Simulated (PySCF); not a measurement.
**The bond of F₂+, level by level**

The task here is to estimate one member of a computed series from the others.

Method: F jorge-DZP-DKH, spin-free X2C with a Gaussian nucleus; program: PySCF 2.14.0.

Set-up of the first run:

A driver script around PySCF takes these settings:

```json
{"atoms": "F, F", "charge": "1", "basis": "F jorge-DZP-DKH", "Hamiltonian": "spin-free X2C with a Gaussian nucleus", "basis functions": "30", "electrons treated": "17", "masses in u": "18.9984, 18.9984", "levels": "PBE0, PBE, r²SCAN, M06, LDA, PW91, ωB97X, HF, MP2, SCS-MP2, CCSD, CCSD(T)", "grid": "80 radial by 434 angular points", "occupations": "held fixed by the projection of orbital angular momentum", "dissociation limit": "F+ + F, each in its ground configuration", "starting distance in angstrom": "1.330", "values of 2S to try": "1, 3"}
```

Run with:

```
> OMP_NUM_THREADS=1 python dia.py task.json out
```

Steps of the session up to this table: Input; First curve: PBE0; Other states along the same grid; PBE (GGA); r²SCAN (meta-GGA); M06; LDA; PW91 (GGA); ωB97X; UHF (mean field); MP2 and coupled cluster.

One table of the session follows, with a row left open; its other results are not shown here.

Energy (eV) from each level's lowest point:

```
R (Å)    UHF  UHF-MP2  UHF-SCS-MP2  UHF-CCSD  UHF-CCSD(T)
1.107  0.631    2.065        1.932       n/a          n/a
1.158  0.155    1.216        1.101     0.783        0.910
1.210  0.000    0.668        0.574     0.317        0.410
1.248  0.036    0.399        0.320     0.121        0.185
1.287  0.168    0.219        0.156     0.022        0.055
1.326  0.374    0.104        0.057     0.000        0.000
1.377      ?        ?            ?         ?            ?
1.441  1.269    0.000        0.004     0.234        0.126
1.519  1.988    0.022        0.061     0.535        0.349
1.622  2.989    0.053        0.141       n/a          n/a
```

Estimate the missing values for R (Å) = 1.377.

Worked estimate for «UHF». A straight line through the neighbours (1.326, 0.374) and (1.441, 1.269) gives 0.374 + (1.269 − 0.374) × (1.377 − 1.326) / (1.441 − 1.326) = 0.771; a parabola fitted to 4 rows on both sides gives 0.744.

**Answer.** UHF: 0.732; UHF-MP2: 0.025; UHF-SCS-MP2: 0.000; UHF-CCSD: 0.059; UHF-CCSD(T): 0.013. In «UHF» the line misses by +0.039 and the parabola by +0.012.

Limits of these values: Lowest PBE0 solution found, without spin–orbit coupling: ²Πg (doublet), unpaired electrons π ↑. At some levels the lowest empty orbital lies below the highest filled one (the two can be of opposite spin). Warnings in the runs' records: inverted.
